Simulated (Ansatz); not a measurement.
Geometry optimisation, RKS PBE0-D4/STO-3G in Ansatz.

input.yaml

```yaml
crystal:
  periodic: [false, false, false]
  atoms:
    - { symbol: C, position_ang: [-0.8288, -1.1154, -1.2218] }
    - { symbol: O, position_ang: [-0.4574, 0.2008, -0.7673] }
    - { symbol: C, position_ang: [0.3835, 0.0967, 0.3357] }
    - { symbol: O, position_ang: [-0.1854, -0.4177, 1.4729] }
    - { symbol: C, position_ang: [0.9741, 1.4839, 0.6122] }
    - { symbol: O, position_ang: [0.8386, 2.0855, 1.7063] }
    - { symbol: H, position_ang: [-1.479, -0.9169, -2.1115] }
    - { symbol: H, position_ang: [-1.4318, -1.5704, -0.48] }
    - { symbol: H, position_ang: [-0.0125, -1.6646, -1.4803] }
    - { symbol: H, position_ang: [0.1073, -1.35917, 1.3831] }
    - { symbol: H, position_ang: [-0.5381, 0.3513, 2.0221] }
    - { symbol: H, position_ang: [1.5442, 1.9624, -0.1876] }
basis:
  gaussian: { orbitals: STO-3G }
hamiltonian:
  xc: pbe0
  dispersion: d4
relax:
  f_tol: 0.02
  max_steps: 50
output:
  orbitals: {}
```

Run as:

```bash
$ ansatz run input.yaml --threads 1 --pin off --max-ram 2048MiB --backend cpu --events-out ev --progress --plain --runs-dir out
```

Question: Where does it end, and by what steps?

Answer: It converged. Limits of this set-up: minimal basis. After 20 steps the energy has fallen by 5.459 eV; H11 moved furthest, 1.16 Å. Parted: O4–H11. Joined: O6–H11.

| step | energy less start (eV) | largest force component (eV/Å) | accepted |
| --- | --- | --- | --- |
| 0 | 0.0000 | 7.117 | yes |
| 1 | -1.8214 | 1.915 | yes |
| 2 | -2.8318 | 2.494 | yes |
| 3 | -3.7497 | 1.956 | yes |
| 4 | -4.4881 | 1.790 | yes |
| 5 | -4.7996 | 1.718 | yes |
| 6 | -5.1503 | 1.411 | yes |
| 7 | -5.0887 | 4.375 | no |
| 8 | -5.2807 | 1.061 | yes |
| 9 | -5.3896 | 0.733 | yes |
| 10 | -5.4330 | 0.390 | yes |
| 11 | -5.4477 | 0.281 | yes |
| 12 | -5.4541 | 0.048 | yes |
| 13 | -5.4563 | 0.077 | yes |
| 14 | -5.4574 | 0.123 | yes |
| 15 | -5.4581 | 0.060 | yes |
| 16 | -5.4586 | 0.053 | yes |
| 17 | -5.4588 | 0.050 | yes |
| 18 | -5.4590 | 0.032 | yes |
| 19 | -5.4590 | 0.022 | yes |
| 20 | -5.4591 | 0.008 | yes |

```xyz
12
Properties=species:S:1:pos:R:3
C -0.786 -1.166 -1.317
O -0.718 0.257 -0.969
C -0.087 0.417 0.284
O -0.620 -0.225 1.465
C 0.839 1.357 0.593
O 1.180 1.483 1.942
H -1.254 -1.219 -2.314
H -1.413 -1.742 -0.608
H 0.216 -1.636 -1.369
H -0.287 -1.187 1.400
H 0.514 0.764 2.291
H 1.331 2.032 -0.115
```

Whether the end is a true minimum wasn't checked by a vibrational analysis.

Time of the run: 2.9 min on 1 CPU thread of a shared host.
